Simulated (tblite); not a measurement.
Compound: 2,5-dihydro-1-methylpyrrole, C5H9N.
Bonds: C1–N2, N2–C3, C3–C4, C4–C5 (double), C5–C6, N2–C6. Hydrogens: H7, H8, H9 on C1; H10, H11 on C3; H12 on C4; H13 on C5; H14, H15 on C6.

Computed with GFN2-xTB (tblite), gas phase: Langevin dynamics at 600 K from the optimised GFN2-xTB geometry, time step 0.5 fs, friction 0.01 fs⁻¹, 2000 steps.

Start geometry:
```
atom  x, y, z in Å
C1      1.864    0.047    0.109
N2      0.476    0.186    0.459
C3     -0.273    1.127   -0.368
C4     -1.656    0.555   -0.388
C5     -1.655   -0.670    0.107
C6     -0.271   -1.065    0.515
H7      2.345    1.023    0.165
H8      2.348   -0.618    0.824
H9      2.014   -0.361   -0.906
H10    -0.235    2.126    0.079
H11     0.125    1.201   -1.396
H12    -2.493    1.102   -0.783
H13    -2.492   -1.337    0.206
H14     0.127   -1.831   -0.176
H15    -0.228   -1.478    1.530
```

The statistics below take the 31 frames saved every 25 fs from 250 to 1000 fs; their kinetic temperature (all 3N coordinates) averages 574 K.

Problem. How do the bond lengths spread?

Solution. 
```
  bond  start (Å)  mean (Å)  standard deviation (Å)  shortest (Å)  longest (Å)
 C1–N2      1.439     1.447                   0.043         1.359        1.552
 N2–C3      1.459     1.466                   0.050         1.367        1.550
 C3–C4      1.497     1.504                   0.036         1.437        1.604
 C4=C5      1.321     1.331                   0.034         1.237        1.424
 C5–C6      1.497     1.510                   0.051         1.407        1.612
 N2–C6      1.459     1.480                   0.056         1.391        1.589
 C1–H7      1.090     1.103                   0.033         1.044        1.167
 C1–H8      1.090     1.095                   0.033         1.019        1.149
 C1–H9      1.104     1.114                   0.038         1.037        1.197
C3–H10      1.096     1.093                   0.046         1.007        1.161
C3–H11      1.105     1.113                   0.070         1.038        1.269
C4–H12      1.075     1.076                   0.025         1.018        1.123
C5–H13      1.075     1.085                   0.044         1.000        1.160
C6–H14      1.106     1.096                   0.046         1.005        1.166
C6–H15      1.096     1.108                   0.034         1.050        1.174
```

Problem. Give the same statistics for bond angles, one of each kind among heavy atoms.

Solution. 
| angle | start (°) | mean (°) | standard deviation (°) | smallest (°) | largest (°) |
| --- | --- | --- | --- | --- | --- |
| C1–N2–C3 | 114.8 | 116.0 | 4.5 | 107.3 | 124.8 |
| C3–N2–C6 | 108.2 | 106.9 | 3.9 | 95.1 | 114.8 |
| N2–C3–C4 | 103.6 | 103.9 | 3.4 | 96.6 | 111.0 |
| C3–C4–C5 | 110.4 | 109.7 | 3.4 | 103.3 | 119.0 |

Problem. How far does each atom move about its mean position (frames aligned on the start, all atoms weighted alike), and what rms force does it feel?

Solution. 
| atom | rms displacement (Å) | rms force (eV/Å) |
| --- | --- | --- |
| C1 | 0.25 | 2.43 |
| N2 | 0.39 | 2.57 |
| C3 | 0.22 | 3.15 |
| C4 | 0.20 | 2.63 |
| C5 | 0.20 | 3.13 |
| C6 | 0.30 | 2.60 |
| H7 | 0.79 | 1.10 |
| H8 | 0.98 | 1.29 |
| H9 | 1.17 | 1.20 |
| H10 | 0.44 | 1.68 |
| H11 | 0.45 | 1.75 |
| H12 | 0.44 | 1.00 |
| H13 | 0.41 | 1.53 |
| H14 | 0.57 | 1.52 |
| H15 | 0.61 | 1.08 |

The displacements run from 0.20 to 1.17 Å, the largest at H9.

Problem. How widely does the potential energy scatter, against a harmonic estimate?

Solution. Mean 1.05 eV above the start, standard deviation 0.250 eV, range 0.70 to 1.61 eV. For 39 classical harmonic modes at 600 K the canonical values are 39kT/2 = 1.01 eV and kT·√(39/2) = 0.228 eV.

The run is classical and short, so these are rough statistics of one trajectory.

What follows is the cost of the whole dynamics run. Time: 9.4 s of wall time; peak memory 0.18 GiB. Hardware: an Intel Xeon Platinum 8375C at 2.90 GHz with one thread, shared host.
